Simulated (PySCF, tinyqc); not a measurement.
Worked calculation: MP2 on RHF in the sto-3g basis, frozen core, for HF, spin multiplicity 1. The lowest restricted solution is unstable here: a spin-polarised one lies 0.0054 hartree lower (PySCF). One step of it, computed by the program tinyqc.

Question. Second-order Moller-Plesset energy. E2 = sum_ijab (ia|jb) [2 (ia|jb) - (ib|ja)] / (e_i + e_j - e_a - e_b) over occupied i, j and virtual a, b; the opposite-spin part is (ia|jb)^2 / denominator, the rest is same-spin, and SCS-MP2 scales them by 6/5 and 1/3.

orbital energies (hartree): MO1 -25.928310, MO2 -1.411531, MO3 -0.473678, MO4 -0.463775, MO5 -0.463775, MO6 0.340091

Two-electron integrals over orbitals (pq|rs), unique and non-zero (hartree); the lowest 1 orbital is frozen and left out:
```
(22|22) 0.874442    (32|22) -0.045583   (32|32) 0.132689    (33|22) 0.686267
(33|32) -0.012723   (33|33) 0.670085    (42|42) 0.189870    (43|42) -0.026636
(43|43) 0.034628    (44|22) 0.896228    (44|32) -0.063941   (44|33) 0.672536
(44|44) 0.997514    (52|52) 0.189870    (53|52) -0.026636   (53|53) 0.034628
(54|54) 0.053770    (55|22) 0.896228    (55|32) -0.063941   (55|33) 0.672536
(55|44) 0.889973    (55|55) 0.997514    (62|22) -0.081426   (62|32) -0.078509
(62|33) -0.021475   (62|44) -0.080783   (62|55) -0.080783   (62|62) 0.091379
(63|22) -0.242223   (63|32) 0.077858    (63|33) -0.091459   (63|44) -0.249933
(63|55) -0.249933   (63|62) 0.034725    (63|63) 0.235909    (64|42) -0.027141
(64|43) -0.022675   (64|64) 0.028875    (65|52) -0.027141   (65|53) -0.022675
(65|65) 0.028875    (66|22) 0.635739    (66|32) 0.043834    (66|33) 0.644920
(66|44) 0.620708    (66|55) 0.620708    (66|62) -0.052106   (66|63) -0.026932
(66|66) 0.670316
```

Hartree-Fock energy = -98.49719016 hartree

Give: Terms; Pair energies; MP2 correlation energy; SCS-MP2 correlation energy; MP2 total energy.

Answer.

Terms:
```
i  j  a  b  (ia|jb)  (ib|ja)  denominator       term
3  3  6  6   0.2359   0.2359      -1.6275    -0.0342
2  2  6  6   0.0914   0.0914      -3.5032    -0.0024
5  5  6  6   0.0289   0.0289      -1.6077    -0.0005
4  4  6  6   0.0289   0.0289      -1.6077    -0.0005
3  2  6  6   0.0347   0.0347      -2.5654  -4.70e-04
2  3  6  6   0.0347   0.0347      -2.5654  -4.70e-04
```

Pair energies (hartree; pair i-j sums ij and ji):
```
pair  opposite spin  same spin
2-2         -0.0024     0.0000
3-2         -0.0009     0.0000
3-3         -0.0342     0.0000
4-4         -0.0005     0.0000
5-5         -0.0005     0.0000
```

MP2 correlation energy = -0.038555 hartree

SCS-MP2 correlation energy = -0.046267 hartree

MP2 total energy = -98.535746 hartree
